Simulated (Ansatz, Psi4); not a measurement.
**The same job for Psi4**

This Ansatz 0.2.0 job computes [BF2]+ (SMILES F[B+]F):

run.yaml:
```yaml
crystal:
  periodic: [false, false, false]
  atoms:
    - {symbol: F, position_ang: [0.329710, 1.140520, 0.307700]}
    - {symbol: B, position_ang: [0.000000, -0.000000, 0.000000]}
    - {symbol: F, position_ang: [-0.329720, -1.140520, -0.307700]}
basis:
  gaussian: {orbitals: cc-pVTZ}
correlation: {method: ccsd, frozen_orbitals: {B: 1, F: 1}}
scf: {omitted_lower_state_checks: [cluster_reference, increment]}
total_charge: 1
accuracy: high
```

```bash
$ ansatz run run.yaml --threads 1 --pin off --max-ram 3480MiB --events-out events.jsonl --progress --plain --runs-dir runs
```

The coordinates come from a PBE0-D4/def2-TZVP relaxation.

It gives a total energy of -223.967347 Eh.

Task: How is this level of theory, on these atoms, set up in Psi4 1.11 as a QCSchema file?

Result: This input was run:

input.json:
```json
{
  "schema_name": "qcschema_input",
  "schema_version": 1,
  "molecule": {
    "schema_name": "qcschema_molecule",
    "schema_version": 2,
    "symbols": ["F", "B", "F"],
    "geometry": [0.6230616, 2.15527044, 0.58146873, 0.0, 0.0, 0.0, -0.6230805, -2.15527044, -0.58146873],
    "molecular_charge": 1,
    "molecular_multiplicity": 1,
    "fix_symmetry": "c1",
    "fix_com": true,
    "fix_orientation": true
  },
  "driver": "energy",
  "model": {
    "method": "ccsd",
    "basis": "cc-pVTZ"
  },
  "keywords": {
    "puream": true,
    "e_convergence": 1e-09,
    "d_convergence": 1e-08,
    "scf_type": "pk",
    "num_frozen_docc": 3
  }
}
```

```bash
$ psi4 --qcschema input.json -n 1 --memory 2200MB
```

Its energy is -223.967347 Eh, the same as the first but for the last digit, at most.
